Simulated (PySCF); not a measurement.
# C2H3ClF2 (SMILES CC(F)(F)Cl), step by step

We compute a transition-state search (SOGGA11/STO-6G), then the energy, then the energy (CCSD(T)/6-311G*) of C2H3ClF2. 

The results are computed with PySCF 2.14.0.

## 1. The structure to begin with

The species is C2H3ClF2 (8 atoms), meant as a singlet with charge 0. SMILES: `CC(F)(F)Cl`. The run starts from this shape.

Bond lengths: C1–C2 1.499 Å, C2–F3 1.343 Å, C2–F4 1.343 Å, C2–Cl5 1.781 Å, C1–H6 1.088 Å, C1–H7 1.091 Å, C1–H8 1.088 Å. Some angles: C1–C2–F3 111.0°, C1–C2–F4 111.0°, C1–C2–Cl5 112.0°, F3–C2–F4 106.8°, F3–C2–Cl5 107.9°, F4–C2–Cl5 107.9°, C2–C1–H6 109.7°, C2–C1–H7 108.3°, C2–C1–H8 109.7°, H6–C1–H7 109.7°.

## 2. A saddle-point search at SOGGA11/STO-6G (density fitting) (run 1)

The input, run.py:

```python
# CC(F)(F)Cl
from pyscf import gto, dft
from pyscf.geomopt.geometric_solver import kernel as optimise

mol = gto.Mole()
mol.atom = '''
C   -0.591960  -0.305640   0.477310
C    0.524930   0.179790  -0.395910
F    1.713900   0.014330   0.206290
F    0.571970  -0.511300  -1.546500
Cl   0.352900   1.905700  -0.801400
H   -1.278642   0.513114   0.684436
H   -0.163000  -0.671819   1.411509
H   -1.125404  -1.111886  -0.022886
'''
mol.basis = 'sto-6g'
mol.verbose = 3
mol.max_memory = 1860
mol.charge = 0
mol.build()

mf = dft.RKS(mol, xc='sogga11')
mf = mf.density_fit()
converged, mol_eq = optimise(mf, maxsteps=60, transition=True, hessian=True)
print('converged:', converged)
print(mol_eq.tostring())

mf.reset(mol_eq)
mol = mol_eq
mf.kernel()
etot = mf.e_tot
print(f'total energy: {etot:.8f} hartree')
```

On the command line:

```console
OMP_NUM_THREADS=1 python run.py
```

Output:

```text
WARN: Even tempered Gaussians are generated as DF auxbasis for  Cl C F H

converged SCF energy = -734.932775718018

[... 189 lines left out ...]
converged SCF energy = -734.937949908679
[... 247 lines left out ...]
WARN: Even tempered Gaussians are generated as DF auxbasis for  Cl C F H
[... 226 lines left out ...]
converged SCF energy = -734.954122240459
[... 250 lines left out ...]
WARN: Even tempered Gaussians are generated as DF auxbasis for  Cl C F H
[... 226 lines left out ...]
converged SCF energy = -734.954139259203
[... 247 lines left out ...]
WARN: Even tempered Gaussians are generated as DF auxbasis for  Cl C F H
[... 215 lines left out ...]
Geometry optimization failed to converge in 60 iterations
converged: False
[... 6 lines left out ...]
WARN: Even tempered Gaussians are generated as DF auxbasis for  Cl C F H

converged SCF energy = -734.954162123683
total energy: -734.95416212 hartree
```

Wall time 10 min (1 thread of Intel Xeon at 2.50GHz (Skylake/Cascade Lake), shared host); peak memory 0.53 GiB.

The run stopped without converging.

## 3. The energy at SOGGA11/STO-6G (density fitting) (run 4)

The input, run.py:

```python
from pyscf import gto, dft

system = gto.M(
    atom='''
C     -0.591960    -0.305640     0.477310
C      0.524930     0.179790    -0.395910
F      1.713900     0.014330     0.206290
F      0.571970    -0.511300    -1.546500
Cl     0.352900     1.905700    -0.801400
H     -0.600880     0.257090     1.409000
H     -0.428120    -1.363800     0.687730
H     -1.542750    -0.176190    -0.036530
''',
    verbose=3,
    basis='sto-6g',
    charge=0,
    max_memory=1860,
)

myscf = dft.RKS(system, xc='sogga11')
myscf = myscf.density_fit()
myscf.kernel()

e_tot = myscf.e_tot
print('E(%s) = %.9f' % ('SOGGA11', e_tot))
```

On the command line:

```console
OMP_NUM_THREADS=1 python run.py
```

Output:

```text
WARN: Even tempered Gaussians are generated as DF auxbasis for  F H C Cl

converged SCF energy = -734.936593895017
E(SOGGA11) = -734.936593895
```

Run time: 12 s. Hardware: 1 thread of Intel Xeon at 2.50GHz (Skylake/Cascade Lake), shared host; peak memory 0.23 GiB.

## 4. The energy at CCSD(T)/6-311G(d) (run 6)

The input, calc.py:

```python
# CC(F)(F)Cl
from pyscf import gto, cc

system = gto.M(
    atom='''
C   -0.591960  -0.305640   0.477310
C    0.524930   0.179790  -0.395910
F    1.713900   0.014330   0.206290
F    0.571970  -0.511300  -1.546500
Cl   0.352900   1.905700  -0.801400
H   -0.600880   0.257090   1.409000
H   -0.428120  -1.363800   0.687730
H   -1.542750  -0.176190  -0.036530
''',
    max_memory=1860,
    basis='6-311g*',
    charge=0,
    verbose=4,
)

mf = system.RHF()
mf.kernel()

mycc = cc.CCSD(mf, frozen=9)
mycc.kernel()
e_t = mycc.ccsd_t()
energy = mycc.e_tot + e_t
print('E(%s) = %.9f' % ('CCSD(T)', energy))
mf.analyze()
```

On the command line:

```console
OMP_NUM_THREADS=1 python calc.py
```

Output:

```text
PySCF version 2.14.0

[... 93 lines left out ...]
Total Energy =                        -735.939085693449442
[... 15 lines left out ...]
MO #9   energy= -8.04431423986964  occ= 2
[... 13 lines left out ...]
MO #23  energy= -0.534251022204653 occ= 2
[... 13 lines left out ...]
MO #37  energy= 0.464879375082516  occ= 0
[... 13 lines left out ...]
MO #51  energy= 1.15687137781328   occ= 0
[... 13 lines left out ...]
MO #65  energy= 1.92482002943975   occ= 0
[... 13 lines left out ...]
MO #79  energy= 3.26410208236494   occ= 0
[... 13 lines left out ...]
MO #93  energy= 6.70709801974804   occ= 0
[... 13 lines left out ...]
MO #107 energy= 219.052521558044   occ= 0
[... 118 lines left out ...]
Dipole moment(X, Y, Z, Debye): -1.89150, -0.76325,  1.46119
```

It took 2 min on 1 thread of Intel Xeon at 2.50GHz (Skylake/Cascade Lake), shared host; peak memory 0.85 GiB.

## 5. What came out

| quantity | value |
| --- | --- |
| run 4, SOGGA11/STO-6G: total energy | -734.93659 Eh |
| run 4, SOGGA11/STO-6G: dipole moment | 2.35 D |
| run 4, SOGGA11/STO-6G: HOMO energy | -5.04 eV |
| run 4, SOGGA11/STO-6G: LUMO energy | 2.71 eV |
| run 4, SOGGA11/STO-6G: HOMO–LUMO gap | 7.74 eV |
| run 6, CCSD(T)/6-311G*: total energy | -736.81382 Eh |
| run 6, CCSD(T)/6-311G*: dipole moment (Hartree–Fock density) | 2.51 D |
| run 6, CCSD(T)/6-311G*: HOMO energy (Hartree–Fock orbitals) | -12.88 eV |
| run 6, CCSD(T)/6-311G*: LUMO energy (Hartree–Fock orbitals) | 4.28 eV |
| run 6, CCSD(T)/6-311G*: HOMO–LUMO gap (Hartree–Fock orbitals) | 17.16 eV |
| run 6, CCSD(T)/6-311G*: correlation energy (9 core orbitals frozen) | -874.7 mEh |
| run 6, CCSD(T)/6-311G*: (T) correction | -24.15 mEh |
| run 6, CCSD(T)/6-311G*: T1 diagnostic | 0.011 |
| run 1, SOGGA11/STO-6G | no result (not converged) |

Mulliken charges (run 6, CCSD(T)/6-311G*) of the mean-field density run from -0.65 on C1 to +0.58 on C2; they depend strongly on the basis. The triples (run 6, CCSD(T)/6-311G*) make up 2.8 % of the correlation energy. 1 of the 3 runs did not end normally.
